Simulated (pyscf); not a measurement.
Thermochemistry of product channels of H₂N–W(F)(F)(F)(F)–F + H atom (H•) on the doublet surface, in eV, from ωB97M-D3(BJ)/def2-TZVP energies (ideal gas, 1 atm, RRHO with modes under 100 cm⁻¹ raised to 100, one conformer, R ln 2 for rigid chiral ones). Single points on ωB97X-D3(BJ)/def2-SVP structures (PySCF, gas phase).

```
products                                         ΔE  ΔH(298 K)  ΔG(298 K)  ΔG(900 K)
--------------------------------------------  -----  ---------  ---------  ---------
amino radical (NH₂•) + F–WH(F)(F)(F)–F        +1.30      +1.34      +1.18      +0.95
[H₂N–W(F)(F)(F)–F]• + hydrogen fluoride (HF)  -1.66      -1.49      -1.62      -1.84
```

These are energies of the channels, which say nothing of barriers. Open-shell species with a d-block atom are single-reference here; other states, and whether the spin sits on metal or ligand, were not checked. Elements past Kr carry the def2 core potentials, without spin-orbit coupling.
